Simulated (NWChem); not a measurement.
Program: NWChem. System: CHO, charge 0, spin multiplicity 2, at a geometry optimised with UPBE0/def2-SVP. The structure started from a generated list of species. Its SCF solution wasn't tested for a lower state. Level: UMP2/def2-QZVP, 2 core orbitals frozen.

Input file:

```
start mol
memory heap 200 mb stack 900 mb global 1100 mb
geometry units angstroms nocenter noautoz
  C      0.492258    -0.316654     0.000000
  O     -0.555334     0.209241     0.000000
  H      1.489122     0.225997     0.000000
  symmetry group Cs
end
basis spherical
  * library def2-qzvp
end
scf
  uhf
  nopen 1
  maxiter 100
  thresh 1e-7
  semidirect memsize 60000000 filesize 0
  # guess.movecs holds the orbitals of an unrestricted PBE0 run
  vectors input guess.movecs output mol.movecs
end
mp2
  freeze core 2
end
task mp2 energy
```

Part of the output:

```
             Northwest Computational Chemistry Package (NWChem) 7.3.0
             --------------------------------------------------------

                                NWChem Input Module
                                -------------------

 Scaling coordinates for geometry "geometry" by  1.889725989
 (inverse scale =  0.529177249)

 Turning off AUTOSYM since
 SYMMETRY directive was detected!

                             Geometry "geometry" -> ""
                             -------------------------

 Output coordinates in angstroms (scale by  1.889725989 to convert to a.u.)

  No.       Tag          Charge          X              Y              Z
 ---- ---------------- ---------- -------------- -------------- --------------
    1 C                    6.0000     0.49225800    -0.31665400     0.00000000
    2 O                    8.0000    -0.55533400     0.20924100     0.00000000
    3 H                    1.0000     1.48912200     0.22599700     0.00000000

 Effective nuclear repulsion energy (a.u.)      26.5374361169

            Nuclear Dipole moment (a.u.)
            ----------------------------
        X                 Y               Z
 ---------------- ---------------- ----------------
    -0.0000037795     0.0000018897     0.0000000000

      Symmetry information
      --------------------

 Group name             Cs
 Group number              2
 Group order               2
 No. of unique centers     3

      Symmetry unique atoms

     1    2    3


 Summary of "ao basis" -> "" (spherical)
 ------------------------------------------------------------------------------
       Tag                 Description            Shells   Functions and Types
 ---------------- ------------------------------  ------  ---------------------
 *                         def2-qzvp                  on all atoms

 Summary of "ao basis" -> "ao basis" (spherical)
 ------------------------------------------------------------------------------
       Tag                 Description            Shells   Functions and Types
 ---------------- ------------------------------  ------  ---------------------
[...]
  AO/Fock/Back tols     =   1.0D-09  1.0D-09  1.0D-09

 GA uses MA = F    GA memory limited = T

 Available:
  local mem=  1.26D+08
 global mem=  1.44D+08
 local disk=  0.00D+00
  mp2_memr nvloc                   136
  nvloc new                   136
   1 passes of   6:        7340032                     109719                  28922556.
   1 passes of   6: M    126150720           G      144137728           F     118810688.

 Semi-direct pass number   1 of   1  for UHF alpha       at       12.2s
  vrange nnbf                 10412
  mp2_eaftype                   110  avail_ma_in_mb                  1099
 EAF : mp2_eaftype filesize         110   14461278.
  mp2_eaf for mointskh                    110
Node 0 wrote     68.0 Mb in      0.1 s     Agg I/O rate:   736.5 Mb/s
 Done moints_semi at       18.3s
  mp2_eaftype                   110  avail_ma_in_mb                   989
 EAF : mp2_eaftype filesize         110   14461278.
  mp2_eaf for kh                   110
 Done maket at       18.4s
 Done multipass loop at       18.4s

 GA uses MA = F    GA memory limited = T

 Available:
  local mem=  1.26D+08
 global mem=  1.44D+08
 local disk=  0.00D+00
  mp2_memr nvloc                   137
  nvloc new                   137
   1 passes of   5:        7340032                      98896                  24285051.
   1 passes of   5: M    126150720           G      144137728           F     118810688.

 Semi-direct pass number   1 of   1  for UHF beta        at       18.5s
  vrange nnbf                 10412
  mp2_eaftype                    92  avail_ma_in_mb                  1099
 EAF : mp2_eaftype filesize          92   12142525.
  mp2_eaf for mointskh                     92
Node 0 wrote     57.1 Mb in      0.0 s     Agg I/O rate:  1516.0 Mb/s
 Done moints_semi at       24.3s
  mp2_eaftype                    92  avail_ma_in_mb                  1007
 EAF : mp2_eaftype filesize          92   12142525.
  mp2_eaf for kh                    92
 Done maket at       24.4s
 Done multipass loop at       24.4s

          -------------------------------------------
          SCF energy                -113.303230585658
          Correlation energy          -0.392878012954
          Singlet pairs                0.000000000000
          Triplet pairs                0.000000000000
          Total MP2 energy          -113.696108598612
          -------------------------------------------

          ---------------------------------------------------
                    Spin Component Scaled (SCS) MP2
          Same spin pairs                     -0.096848909518
          Same spin scaling factor             0.333333333333
          Opposite spin pairs                 -0.296029103436
          Opposite spin scaling fact.          1.200000000000
          SCS-MP2 correlation energy          -0.387517893963
          Total SCS-MP2 energy              -113.690748479620
          ---------------------------------------------------

 -----------------------
 Performance information
 -----------------------

 Timer overhead =  9.69D-08 seconds/call

               Nr. of calls         CPU time (s)                 Wall time (s)                GFlops
             ---------------    -------------------     ------------------------------   -------------------
Name         Min   Avg   Max    Min     Avg     Max     Min     Avg     Max   Mx/calls   Min     Max     Sum
mp2: moin     2     2     2    12.     12.     12.      12.     12.     12.     5.9      0.0     0.0     0.0
mp2: make     2     2     2   0.30    0.30    0.30     0.30    0.30    0.30    0.15      0.0     0.0     0.0
mp2: tota     1     1     1    12.     12.     12.      12.     12.     12.     12.      0.0     0.0     0.0

 The average no. of pstat calls per process was 5.00D+00
 with a timing overhead of 4.84D-07s

 Task  times  cpu:       24.4s     wall:       24.4s

 Total times  cpu:       24.4s     wall:       24.4s
```
